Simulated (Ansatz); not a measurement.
**HCl ··· SO₂**

The pair of HCl (SMILES Cl, atoms 1–2) and SO₂ (SMILES O=S=O, atoms 3–5), both closed shells, in one local arrangement (a lower one may exist), relaxed at PBE0-D4/def2-TZVP:

```xyz
5
angstrom
Cl 0.2623 0.0802 -2.6224
H -0.1134 -0.2053 -1.4261
O -0.6928 -0.6295 0.5041
S -0.2460 -0.1144 1.7677
O 0.7898 0.8690 1.7768
```

Ansatz 0.2.0; basis: def2-TZVPPD, with def2-QZVPPD for the basis limit; cores frozen in the correlated methods. B3LYP uses VWN-RPA correlation. Extrapolation: Hartree–Fock as exp(−7.88 √X), correlation as X^−2.97. Interaction energies count from these two fragments, frozen as in the pair, with the counterpoise correction; negative means bound.

(1) What is the interaction energy by CCSD(T) at an estimated basis limit (MP2 extrapolated from triple and quadruple zeta, plus CCSD(T) − MP2 in triple zeta)? (To be estimated.)

(2) Which atoms make the shortest contact between the fragments?

The T1 diagnostic stays at or below 0.022. The restricted Hartree–Fock reference is unstable towards an unrestricted one at one or more of these structures.

Answers

(1) By the calculation: -2.72 kcal/mol. Hartree–Fock alone gives -1.29 kcal/mol at the basis limit. It counts from the two fragments frozen as in the pair.

The same quantity by other methods in triple zeta, and each one's difference from that estimate:
```
   method  E_int (kcal/mol)  difference
   PBE-D4             -3.05       -0.34
revPBE-D4             -2.57        0.15
  BLYP-D4             -2.82       -0.10
r2SCAN-D4             -2.78       -0.06
   B97M-V             -2.86       -0.14
  PBE0-D4             -2.99       -0.27
 B3LYP-D4             -2.98       -0.26
 HSE06-D4             -2.99       -0.27
  wB97X-V             -2.67        0.05
  wB97M-V             -2.64        0.08
   B2PLYP             -2.22        0.49
       HF             -1.28        1.44
      MP2             -2.60        0.11
     CCSD             -2.17        0.55
  CCSD(T)             -2.39        0.33
```
Differences are method less estimate.

(2) H2 and O3, 2.06 Å apart.

Basis-set superposition shift (counterpoise-corrected less uncorrected): CCSD(T) 0.60; MP2 0.58; HF 0.06; PBE0-D4 0.10; wB97M-V 0.07 kcal/mol.

For scale, one of the runs: CCSD(T)/def2-TZVPPD, 199 basis functions, launched by `ansatz run in.yaml --threads 4 --pin off --events-out ev --progress --plain --max-ram 9574MiB`. Hardware: 4 CPU threads of an Arm Neoverse V1, shared host. Wall time 39 s; peak host memory 2.3 GiB.
